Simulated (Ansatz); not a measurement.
# BCl2: rigid scan of one bond length

How does the energy of BCl2 change as one bond is stretched? A script is to give a rigid scan of one bond length; the system is BCl2. SMILES: Cl[B]Cl.

Program: the Python package of Ansatz 0.2.0. Level of theory: r2SCAN0/def2-SVP. These are calculated values, not measurements.

### 1 The system

Bond lengths: Cl1–B2 1.907 Å, B2–Cl3 1.832 Å. Angles: Cl1–B2–Cl3 120.3°.

The script reads bcl2.xyz:

```xyz
3

Cl    0.42890   -1.62890    0.04950
B    -0.54900   -0.02940   -0.30070
Cl    0.10920    1.59350    0.23800
```

### 2 Script

The input, scan.py:

```python
"""Stretching a bond of BCl2, the rest held rigid."""

import ansatz as az
import numpy as np

mol = az.Crystal.molecule_from_extxyz("bcl2.xyz")

symbols = [site.symbol for site in mol.cartesian_sites]
start = np.array([site.position_ang for site in mol.cartesian_sites])
axis = (start[0] - start[1]) / np.linalg.norm(start[0] - start[1])
moving = [0]
lengths, energies = [1.62, 1.75, 1.91, 2.1, 2.38, 2.86, 3.43, 4.2], []
for length in lengths:
    xyz = start.copy()
    xyz[moving] += (length - np.linalg.norm(start[0] - start[1])) * axis
    point = az.Crystal.molecule()
    for symbol, xyz in zip(symbols, xyz):
        point = point.atom(symbol, xyz.tolist())
    setup = point.calculation().basis(gaussian="def2-SVP").functional("r2scan0").spin("collinear", total=1)
    rep = setup.run(threads=1).report
    energies.append(rep["free_energy_ev"])
    print(f"r = {length:6.3f} A  E = {energies[-1]:.5f} eV  <S^2> = {abs(rep['mean_field']['state']['spin_squared']):.3f}")

print("energy above the lowest point (eV):", [round(e - min(energies), 3) for e in energies])
```

### 3 What the engine is handed

The package turns the script's settings into the engine's input (first run):

```yaml
crystal:
  periodic: [false, false, false]
  atoms:
    - { symbol: Cl, position_ang: [0.281650222969276, -1.3880512236827456, -0.0032322547460471793] }
    - { symbol: B, position_ang: [-0.549, -0.0294, -0.3007] }
    - { symbol: Cl, position_ang: [0.1092, 1.5935, 0.238] }
basis:
  gaussian:
    orbitals: def2-SVP
hamiltonian:
  xc: r2scan0
magnetization:
  spin_polarized: true
  initial_magnetization: 1.0
```

### 4 Launch

Run with:

```bash
> python scan.py
```

Without the output at hand: what should come out? Wanted: range of energy; lowest point, distance.

The runs gave:

| quantity | value |
| --- | --- |
| runs compared | 8 |
| range of energy | 3.991 eV |
| lowest point, distance (Å) | 1.75 |

**Reading.** The lowest point, at 1.75, lies inside the range. The ends stand 0.143 and 3.99 eV above it. The distance scanned is the script's pair 1, 0. In CPU time, run 8 (distance 4.20) cost about 4.6 times as much as run 4 (distance 2.10). Reading the output:
- Total energies depend on the basis set; only differences at equal settings carry meaning.
- The rest of the molecule is held rigid at a force-field or estimated start geometry, and the basis set is modest; single-reference methods fail as a bond breaks.
- The species is open-shell (spin multiplicity 2).
- The expectation value of S² is noticeably off S(S+1) in at least one run, so that state is spin-contaminated.
